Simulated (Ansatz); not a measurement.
Reaction (ligand exchange at the Si–O bond): `O[SiH2][AlH2]` + H–F → `F[SiH2][AlH2]` + H₂O

Program: Ansatz. Geometries: PBE0-D4/def2-TZVP. ΔE: electronic, gas phase. CCSD(T)/CBS is the MP2 limit (def2-TZVPP, def2-QZVPP) plus CCSD(T) − MP2 in def2-TZVPP, frozen cores. This one scheme is used for every species. One conformer a species, not always the lowest.

| species | MP2/def2-TZVPP energy (Eh) |
| --- | --- |
| `O[SiH2][AlH2]` | -609.14589 |
| H–F | -100.33585 |
| `F[SiH2][AlH2]` | -633.17300 |
| H₂O | -76.32349 |

Question: Work out ΔE.

Answer: ΔE = (-633.17300) + (-76.32349) − (-609.14589) − (-100.33585) = -0.01475 Eh = -38.7 kJ/mol. CCSD(T)/CBS gives -42.5 kJ/mol.

Largest T1 diagnostic among the species: 0.012.

In def2-TZVPP, CCSD(T) changes the Hartree–Fock value by +8.2 kJ/mol (the triples alone add +1.2 kJ/mol) and MP2 by +9.9 kJ/mol. Leaving LDA and LC-ωPBE aside and taking each functional with its dispersion term where it has one, the values, not all of them listed here, spread over 5.9 kJ/mol, from B97M-V to revPBE-D4. LDA lies +5.0 kJ/mol from PBE without D4.
